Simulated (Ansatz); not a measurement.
We consider fluorite CdF₂, described by r²SCAN in Ansatz (PAW).

Settings: plane-wave cutoff 560 eV, 12×12×12 k mesh, Fermi–Dirac smearing 0.01 eV, scalar-relativistic PAW data made under PBE.

Results at a series of volumes:

```tsv
V (Å³/atom)	E − E_lowest (meV/atom)	P (GPa)
12.254	18.68	8.12
12.514	7.97	5.09
12.775	1.92	2.40
13.036	0.00	0.00
13.296	1.77	-2.14
13.557	6.83	-4.04
13.818	14.82	-5.74
```

**Question.** Estimate the bulk modulus from the pressures at 12.775 and 13.296 Å³/atom, and compare it with a fit to all energies.

**Answer.** B = −V dP/dV. Between V = 12.775 and 13.296 Å³/atom, dP/dV = (-2.14 − (2.40))/(13.296 − 12.775) = -8.71 GPa per Å³/atom; at the midpoint 13.035 Å³/atom this gives B ≈ 114 GPa. The third-order Birch–Murnaghan fit gives V0 = 13.036 Å³/atom, B0 = 113 GPa, B′ = 4.8, which lies within 1 % of that estimate.

Static lattice: no zero-point or thermal effects.

Ansatz is a program for electronic structure.
